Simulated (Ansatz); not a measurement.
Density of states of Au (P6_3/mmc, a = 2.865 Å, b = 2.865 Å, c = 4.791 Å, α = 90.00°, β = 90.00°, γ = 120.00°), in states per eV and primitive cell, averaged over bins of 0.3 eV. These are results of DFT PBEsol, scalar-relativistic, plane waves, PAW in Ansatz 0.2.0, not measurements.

Settings: cutoff 420 eV, Γ-centred mesh 18×18×10 on the computed 2-atom cell, Gaussian smearing of 0.10 eV; no spin polarisation.

The cell is relaxed at this level. The states (both spins) are summed by tetrahedra on a 27×27×15 mesh at the self-consistent density. Energies are bin centres; the table starts no lower than −8 eV and ends at 6 eV, or lower where the solved bands end.

It is a metal at this level.

```
E − E_F (eV) total Au 5d Au 6s
       -7.90   0.36   0.04   0.31
       -7.60   0.49   0.10   0.38
       -7.30   0.93   0.40   0.52
       -7.00   2.16   1.42   0.72
       -6.70   2.78   2.16   0.60
       -6.40   3.00   2.53   0.44
       -6.10   2.75   2.53   0.20
       -5.80   4.09   3.83   0.22
       -5.50   3.29   3.14   0.10
       -5.20   3.83   3.64   0.13
       -4.90   3.40   3.24   0.12
       -4.60   5.07   4.83   0.17
       -4.30   4.50   4.25   0.17
       -4.00   5.20   4.91   0.19
       -3.70   3.68   3.46   0.14
       -3.40   3.19   3.01   0.11
       -3.10   3.00   2.85   0.09
       -2.80   2.87   2.76   0.07
       -2.50   3.71   3.60   0.08
       -2.20   5.24   5.11   0.10
       -1.90   5.06   4.91   0.13
       -1.60   0.86   0.69   0.15
       -1.30   0.58   0.37   0.18
       -1.00   0.57   0.32   0.20
       -0.70   0.57   0.28   0.22
       -0.40   0.58   0.24   0.24
       -0.10   0.60   0.22   0.25
        0.20   0.60   0.19   0.25
        0.50   0.56   0.16   0.24
        0.80   0.54   0.13   0.24
        1.10   0.51   0.11   0.23
        1.40   0.52   0.10   0.23
        1.70   0.56   0.10   0.26
        2.00   0.58   0.09   0.28
        2.30   0.53   0.07   0.25
        2.60   0.51   0.06   0.25
        2.90   0.56   0.06   0.31
        3.20   0.49   0.05   0.25
        3.50   0.43   0.03   0.22
        3.80   0.38   0.03   0.20
        4.10   0.75   0.07   0.50
        4.40   0.76   0.05   0.40
        4.70   0.75   0.04   0.29
        5.00   0.81   0.04   0.25
        5.30   0.78   0.03   0.21
        5.60   0.70   0.02   0.17
```

The columns after the total are the Löwdin projections on the occupied valence shells of the potentials. The rest of the total lies in shells that are empty in the free atom, which aren't projected, and between the atoms.

Spin-orbit coupling is left out, which matters for the bands of heavy elements.

This form isn't the element's structure at ambient conditions.

Cost: 1 run of about 0.5 core-minutes, on Arm Neoverse V2 (shared hosts).